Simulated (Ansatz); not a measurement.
# CH₃O radical: energies up the ladder

The task, for CH₃O radical: energies up the ladder. Spin multiplicity 2.

Program: Ansatz 0.2.0. Level of theory: the levels named in each step. These are calculated values, not measurements.

## 1. The system as given

Bond lengths: C1–O2 1.293 Å, C1–H3 1.157 Å, C1–H4 1.157 Å, C1–H5 1.157 Å. Angles: O2–C1–H3 115.8°, O2–C1–H4 115.8°, O2–C1–H5 115.7°, H3–C1–H4 102.5°, H3–C1–H5 102.5°, H4–C1–H5 102.5°.

Structure file:

```xyz
5

C    -0.6059    0.1013    0.0664
O     0.6625   -0.1108   -0.0727
H    -1.0213   -0.0205    1.1394
H    -0.9740    1.1583   -0.2266
H    -1.3013   -0.5868   -0.5514
```

## 2. A rough first relaxation, PBE-D4/def2-SVPD

File input.yaml:

```yaml
crystal:
  periodic: [false, false, false]
  atoms:
    - { symbol: C, position_ang: [-0.60587, 0.10135, 0.06642] }
    - { symbol: O, position_ang: [0.66251, -0.11076, -0.07266] }
    - { symbol: H, position_ang: [-1.02127, -0.02054, 1.13942] }
    - { symbol: H, position_ang: [-0.97399, 1.15831, -0.22662] }
    - { symbol: H, position_ang: [-1.30127, -0.5868, -0.55142] }
magnetization:
  spin_polarized: true
  initial_magnetization: 1
basis:
  gaussian: { orbitals: def2-SVPD }
hamiltonian:
  xc: pbe
  dispersion: d4
relax:
  f_tol: 0.03
  max_steps: 200
```

Launch:

```
$ ansatz run input.yaml --threads 4 --pin off --max-ram 10240MiB --backend cpu --events-out ev --progress --plain --runs-dir out
```

The runs that follow: Relaxation, PBE0-D4/def2-TZVPPD; Frequencies, PBE0-D4/def2-TZVPPD; Single point, PBE-D4/def2-TZVPPD; Single point, r2SCAN-D4/def2-TZVPPD; Single point, B3LYP-D4/def2-TZVPPD; Single point, wB97M-V/def2-TZVPPD; Single point, B2PLYP/def2-TZVPPD; Single point, LDA/def2-TZVPPD; Single point, PBE0-D4/def2-SVPD; Single point, PBE-D4/def2-SVPD; Single point, CCSD(T)/def2-TZVPPD; Single point, CCSD(T)/def2-QZVPPD.

What does the calculation give? Wanted: C1–O2 at PBE0-D4/def2-TZVPPD; frequencies at PBE0-D4/def2-TZVPPD; energy at CCSD(T)/CBS.

The runs gave:

| quantity | value |
| --- | --- |
| C1–O2 at PBE0-D4/def2-TZVPPD | 1.355 Å |
| frequencies at PBE0-D4/def2-TZVPPD | 680 to 3039 cm⁻¹ |
| energy at CCSD(T)/CBS | -3127.420 eV |

What this shows: No mode is imaginary, so the geometry is a minimum. These totals serve in differences with atoms or fragments at the same level; alone they don't rank the methods.
